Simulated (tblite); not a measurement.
**Question.** Write a Z-matrix for `CCCCC=[N]` [radical] as optimised with GFN2-xTB. (Doublet state.)

**Answer.** 
Z-matrix in Å and degrees, rows numbered from 1:
```
C 
C   1  1.5199
C   2  1.5218  1  113.03
C   3  1.5250  2  111.72  1   171.80
C   4  1.5212  3  111.91  2   -54.27
N   5  1.2226  4  128.15  3    26.09
H   1  1.0870  2  110.52  3  -177.07
H   1  1.0892  2  110.58  3    63.01
H   1  1.0876  2  110.64  3   -56.98
H   2  1.0925  1  110.21  3  -123.68
H   2  1.1087  1  110.05  3   118.07
H   3  1.0929  2  109.03  1    51.10
H   3  1.0939  2  110.34  1   -67.12
H   4  1.0917  3  110.75  2  -176.29
H   4  1.0944  3  110.36  2    64.04
H   5  1.1003  4  111.83  3  -155.62
```

C5 (carbon bonded to C, N and H) is planar (angles 128.1°, 120.0° and 111.8°, sum 360.0°, 0.01 Å off the plane of its three neighbours). Of the pairs four or more bonds apart, N6···H11 is among the closest relative to their van der Waals radii: 1.87 Å, 68 % of the sum of Bondi's values.

Structure optimised with GFN2-xTB, isolated species. This method treats the open shell by occupation alone, without spin polarisation.

Point group: C1 (no symmetry element, even within 0.4 Å). Its GFN2-xTB frequencies are all real (lowest 94 cm⁻¹). Torsions: C1–C2–C3–C4 172°, C2–C3–C4–C5 -54°, C3–C4–C5–N6 26°.

The run took 0.54 s of wall time on one thread of an Arm Neoverse V1, shared host. This is the geometry optimisation.

One conformer stands for the species.

All values are computed, not measured.
